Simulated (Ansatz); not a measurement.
Ansatz (a program for electronic structure) input (B3LYP-D3(BJ)/def2-TZVP):

Ansatz 0.2 input:
```yaml
crystal:
  periodic: [false, false, false]
  atoms:
    - {symbol: N, position_ang: [-0.02150175, 0.01015105, 1.42393328]}
    - {symbol: C, position_ang: [0.00581062, 1.06902674, 0.62043302]}
    - {symbol: C, position_ang: [-0.04308560, -1.06261236, 0.63886491]}
    - {symbol: C, position_ang: [0.03978183, 0.67171961, -0.75968066]}
    - {symbol: C, position_ang: [-0.06483529, -0.68942848, -0.74823803]}
    - {symbol: H, position_ang: [-0.04821957, 2.06862616, 1.01095683]}
    - {symbol: H, position_ang: [0.00791520, -2.05535297, 1.04715090]}
    - {symbol: H, position_ang: [0.04700197, 1.33607110, -1.60123971]}
    - {symbol: H, position_ang: [-0.06446579, -1.36827076, -1.57814618]}
basis:
  gaussian:
    orbitals: def2-TZVP
hamiltonian:
  xc: b3lyp
  dispersion: d3bj
magnetization: {spin_polarized: true, initial_magnetization: 1}
relax: {f_tol: 0.002, max_steps: 150}
```

Output:

```
Functional definition: B3LYP
integrals: 0.08 GiB planned
1051 factors; their error is unknown
mean field: 1.03 GiB planned
mean field evaluation 1: about -5694.7720 eV, gradient 4.3e1 eV
mean field evaluation 2: about -5688.4051 eV, gradient 5.7e1 eV
mean field evaluation 4: about -5703.0861 eV, gradient 5.4e0 eV
mean field evaluation 8: about -5703.2182 eV, gradient 1.5e-1 eV
mean field evaluation 16: about -5703.2019 eV, gradient 4.6e-4 eV
mean field -5703.20189666 eV, -209.5888039332 hartree, gradient 3.9e-5 eV, S^2 0.763335; 2 other end points of the search recorded, 0 dependent functions left out
the calculation of the forces begins
reference -5703.20212138 eV, -209.5888121914 hartree; 18, 17 occupied and 161, 162 virtual orbitals, 1051 factors
relax step   1: F+E_penalty+E_count = -5703.52436943 eV  Δ(F+E_penalty+E_count) = +0.000e0 eV  max|allowed force component| = 1.362e0 eV/Å  Δτ_max = 0.0000 Å  (57 SCF iters, accepted)
these checks for a lower state are left out or cut short: starts, cluster_reference, orbital_swaps, neighbouring_geometries, increment
integrals: 0.08 GiB planned
1051 factors; their error is unknown
mean field: 1.03 GiB planned
mean field evaluation 32: about -5703.2449 eV, gradient 1.2e-5 eV
mean field -5703.24490176 eV, -209.5903843413 hartree, gradient 2.5e-5 eV, S^2 0.764126; 0 other end points of the search recorded, 0 dependent functions left out
the calculation of the forces begins
reference -5703.24512756 eV, -209.5903926395 hartree; 18, 17 occupied and 161, 162 virtual orbitals, 1051 factors
relax step   2: F+E_penalty+E_count = -5703.56715921 eV  Δ(F+E_penalty+E_count) = -4.279e-2 eV  max|allowed force component| = 4.402e-1 eV/Å  Δτ_max = 0.0617 Å  (40 SCF iters, accepted)
these checks for a lower state are left out or cut short: starts, cluster_reference, orbital_swaps, neighbouring_geometries, increment
integrals: 0.08 GiB planned
1051 factors; their error is unknown
mean field: 1.03 GiB planned
mean field -5703.25594787 eV, -209.5907902786 hartree, gradient 1.6e-5 eV, S^2 0.764767; 0 other end points of the search recorded, 0 dependent functions left out
the calculation of the forces begins
reference -5703.25617386 eV, -209.5907985836 hartree; 18, 17 occupied and 161, 162 virtual orbitals, 1051 factors
relax step   3: F+E_penalty+E_count = -5703.57768673 eV  Δ(F+E_penalty+E_count) = -1.053e-2 eV  max|allowed force component| = 4.332e-1 eV/Å  Δτ_max = 0.0211 Å  (39 SCF iters, accepted)
these checks for a lower state are left out or cut short: starts, cluster_reference, orbital_swaps, neighbouring_geometries, increment
integrals: 0.08 GiB planned
1051 factors; their error is unknown
mean field: 1.03 GiB planned
mean field -5703.26170847 eV, -209.5910019766 hartree, gradient 1.6e-5 eV, S^2 0.764539; 0 other end points of the search recorded, 0 dependent functions left out
the calculation of the forces begins
reference -5703.26193449 eV, -209.5910102827 hartree; 18, 17 occupied and 161, 162 virtual orbitals, 1051 factors
relax step   4: F+E_penalty+E_count = -5703.58385551 eV  Δ(F+E_penalty+E_count) = -6.169e-3 eV  max|allowed force component| = 8.504e-2 eV/Å  Δτ_max = 0.0118 Å  (38 SCF iters, accepted)
these checks for a lower state are left out or cut short: starts, cluster_reference, orbital_swaps, neighbouring_geometries, increment
integrals: 0.08 GiB planned
1051 factors; their error is unknown
mean field: 1.03 GiB planned
mean field -5703.26196767 eV, -209.5910115020 hartree, gradient 1.6e-5 eV, S^2 0.764578; 0 other end points of the search recorded, 0 dependent functions left out
the calculation of the forces begins
reference -5703.26219373 eV, -209.5910198097 hartree; 18, 17 occupied and 161, 162 virtual orbitals, 1051 factors
relax step   5: F+E_penalty+E_count = -5703.58421476 eV  Δ(F+E_penalty+E_count) = -3.593e-4 eV  max|allowed force component| = 5.741e-3 eV/Å  Δτ_max = 0.0031 Å  (38 SCF iters, accepted)
these checks for a lower state are left out or cut short: starts, cluster_reference, orbital_swaps, neighbouring_geometries, increment
integrals: 0.08 GiB planned
1051 factors; their error is unknown
mean field: 1.03 GiB planned
mean field -5703.26195281 eV, -209.5910109558 hartree, gradient 1.8e-5 eV, S^2 0.764583; 0 other end points of the search recorded, 0 dependent functions left out
the calculation of the forces begins
reference -5703.26217887 eV, -209.5910192634 hartree; 18, 17 occupied and 161, 162 virtual orbitals, 1051 factors
relax step   6: F+E_penalty+E_count = -5703.58421828 eV  Δ(F+E_penalty+E_count) = -3.519e-6 eV  max|allowed force component| = 2.150e-3 eV/Å  Δτ_max = 0.0003 Å  (36 SCF iters, accepted)
these checks for a lower state are left out or cut short: starts, cluster_reference, orbital_swaps, neighbouring_geometries, increment
integrals: 0.08 GiB planned
1051 factors; their error is unknown
mean field: 1.03 GiB planned
mean field evaluation 64: about -5703.2718 eV, gradient 4.4e-1 eV
mean field -5703.26195027 eV, -209.5910108625 hartree, gradient 2.7e-5 eV, S^2 0.764584; 0 other end points of the search recorded, 0 dependent functions left out
the calculation of the forces begins
reference -5703.26217633 eV, -209.5910191701 hartree; 18, 17 occupied and 161, 162 virtual orbitals, 1051 factors
relax step   7: F+E_penalty+E_count = -5703.58421880 eV  Δ(F+E_penalty+E_count) = -5.187e-7 eV  max|allowed force component| = 7.050e-4 eV/Å  Δτ_max = 0.0003 Å  (35 SCF iters, accepted)
integrals: 0.08 GiB planned
1051 factors; their error is unknown
mean field: 1.03 GiB planned
mean field evaluation 96: about -5703.2620 eV, gradient 3.1e-5 eV
mean field -5703.26195027 eV, -209.5910108625 hartree, gradient 2.7e-5 eV, S^2 0.764584; 3 other end points of the search recorded, 0 dependent functions left out
the calculation of the forces begins
reference -5703.26217633 eV, -209.5910191701 hartree; 18, 17 occupied and 161, 162 virtual orbitals, 1051 factors
Total energy: -5703.58444486 eV, -209.6028623203 hartree
Atom 0 at    -0.021998     0.010417     1.457622 Å, force    -0.000015     0.000031    -0.000552 eV/Å
Atom 1 at    -0.007391     1.067006     0.630763 Å, force     0.000004     0.000024     0.000705 eV/Å
Atom 2 at    -0.029548    -1.060419     0.649203 Å, force    -0.000005     0.000006     0.000705 eV/Å
Atom 3 at    -0.005330     0.669948    -0.771026 Å, force     0.000014     0.000442     0.000233 eV/Å
Atom 4 at    -0.019472    -0.687847    -0.759257 Å, force    -0.000029    -0.000421     0.000223 eV/Å
Atom 5 at     0.001396     2.077933     1.015455 Å, force     0.000016     0.000299    -0.000423 eV/Å
Atom 6 at    -0.041745    -2.064488     1.051363 Å, force     0.000006    -0.000373    -0.000413 eV/Å
Atom 7 at     0.005295     1.332039    -1.621731 Å, force    -0.000010     0.000056    -0.000245 eV/Å
Atom 8 at    -0.022804    -1.364659    -1.598358 Å, force     0.000017    -0.000064    -0.000232 eV/Å
Dipole moment:     0.001847    -0.003732    -0.428369 e Å
```

It need not be the lowest isomer of its formula.
